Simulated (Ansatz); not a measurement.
# AlBCl (quartet): from Hartree-Fock to the top rungs, cc-pVDZ

How much of the correlation energy of AlBCl (quartet) does each wave-function method recover here?

Computed with Ansatz 0.2.0, Gaussian basis. Level: cc-pVDZ, core rule «outside noble gas», up to 11 orbitals frozen.

The runs, in order: UHF; CCSD(T) on ROHF; CCSD(T) on UHF; BCCD(T) on ROHF; CISD; CCSDT(Q) on ROHF; CCSDT(Q) on UHF; CASSCF and MRCISD+Q, 11 electrons in 11 orbitals; CASSCF and NEVPT2, 11 electrons in 11 orbitals.

28 further runs of the same task are left out: 7 for a known fault of the program, 6 that didn't finish, 15 set aside as unsound or not needed.

## (1) The geometry

The geometry is a PBE0/def2-TZVP stationary point (not a proven minimum).

3 atoms, charge 0, spin multiplicity 4.

Atoms are counted from 1 here; the program's logs count them from 0.

Bond lengths: Al1–B2 1.930 Å, B2–Cl3 1.700 Å. Angles: Al1–B2–Cl3 180.0°.

## (2) UHF

Input file in.yaml:

```yaml
crystal:
  periodic: [false, false, false]
  atoms:
    - {symbol: Al, position_ang: [0.000000, 0.000000, 1.853400]}
    - {symbol: B, position_ang: [0.000000, 0.000000, -0.076600]}
    - {symbol: Cl, position_ang: [0.000000, 0.000000, -1.776800]}
basis:
  gaussian: {orbitals: cc-pVDZ}
magnetization: {spin_polarized: true, initial_magnetization: 3}
hamiltonian: {xc: hf}
output: {orbitals: {seedname: orbitals}}
```

Launch:

```bash
$ ansatz run in.yaml --threads 1 --pin off --events-out ev --progress --plain --max-ram 2393MiB
```

The runs that follow: CCSD(T) on ROHF; CCSD(T) on UHF; BCCD(T) on ROHF; CISD; CCSDT(Q) on ROHF; CCSDT(Q) on UHF; CASSCF and MRCISD+Q, 11 electrons in 11 orbitals; CASSCF and NEVPT2, 11 electrons in 11 orbitals.

Before running them: what should the planned runs give, taken together? Wanted: UCCSDT(Q) below the RHF energy; RMP2 from UCCSDT(Q); UMP2 from UCCSDT(Q); RCCSD from UCCSDT(Q); RCCSD(T) from UCCSDT(Q); UCCSD(T) from UCCSDT(Q); RCCSDT(Q) from UCCSDT(Q); NEVPT2 valence from UCCSDT(Q); MRCISD+Q valence from UCCSDT(Q).

The runs gave:

| quantity | value |
| --- | --- |
| UCCSDT(Q) below the RHF energy | -7.4631 eV |
| RMP2 from UCCSDT(Q) | +102.9 kJ/mol |
| UMP2 from UCCSDT(Q) | +103.7 kJ/mol |
| RCCSD from UCCSDT(Q) | +32.2 kJ/mol |
| RCCSD(T) from UCCSDT(Q) | +6.0 kJ/mol |
| UCCSD(T) from UCCSDT(Q) | +6.0 kJ/mol |
| RCCSDT(Q) from UCCSDT(Q) | +0.3 kJ/mol |
| NEVPT2 valence from UCCSDT(Q) | +100.9 kJ/mol |
| MRCISD+Q valence from UCCSDT(Q) | +3.5 kJ/mol |
| levels within 1 kcal/mol (43 meV) | RCCSDT, UCCSDT, RCCSDT(Q), MRCISD+Q valence |
| T1 diagnostic | 0.026 |
| effectively unpaired electrons | 3.02 |

**Reading.** RCCSD(T) misses by +6.0 kJ/mol, 0.8 % of the correlation energy. One determinant dominates. Of the multireference levels listed MRCISD+Q valence comes nearest in total energy (+3.5 kJ/mol), which doesn't show that its space is the better one. These misses are within one basis, not against nature; the frozen cores of restricted and unrestricted runs differ, which can shift their rows.
